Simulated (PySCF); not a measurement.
**Bond length, frequency and bond energy of MgP⁻ by level of theory**

State: ³Π (triplet), unpaired electrons σ ↑, π ↑. Set-up: Mg aug-pcseg-1, P aug-pcseg-1; no relativity (PySCF 2.14). De refers to Mg + P⁻ in their high-spin ground configurations, without counterpoise correction. The functionals are run spin-unrestricted. A positive dipole points towards P; it is taken about the centre of mass and depends on that origin. Levels whose curve was spin-contaminated or gave no clean fit are not listed.

```
 Level  Re (Å)  ωe (cm⁻¹)  De (eV)  μ (D)
   PBE   2.458        339     1.47  -0.59
PBEsol   2.442        349     1.61  -0.56
r²SCAN   2.437        357     1.58  -0.80
 TPSSh   2.445        348     1.46  -0.68
  PBE0   2.442        344     1.39  -0.83
   M06   2.435        344     1.33  -0.71
 ωB97X   2.447        322     1.20  -0.93
```

Question: What does a quarter of exact exchange do here, going from PBE to PBE0?

Answer: PBE0 less PBE: -1.6 pm in Re, +1.5 % in ωe, -0.08 eV in De. Exact exchange removes part of the self-interaction that spreads semilocal densities, and in most molecules shortens and stiffens the bond and lowers De; so it does here.

Question: What does the step from GGA to meta-GGA do here, going from PBE to r²SCAN?

Answer: r²SCAN less PBE: -2.1 pm in Re, +5.3 % in ωe, +0.11 eV in De. 

For an ion De counts to the pair picked by the measured ionisation energies or electron affinities, which need not be the lowest pair at this level. The highest Kohn–Sham level is positive in this anion. Much of that is self-interaction error, but it also means that the finite basis helps to hold the extra electron. The state was picked by a PBE0 search and need not be the measured ground state.

The whole job (state search and all levels along the bond) took about 1.5 min on 1 thread of Intel Xeon Platinum 8488C (shared host), peak memory 0.49 GiB.
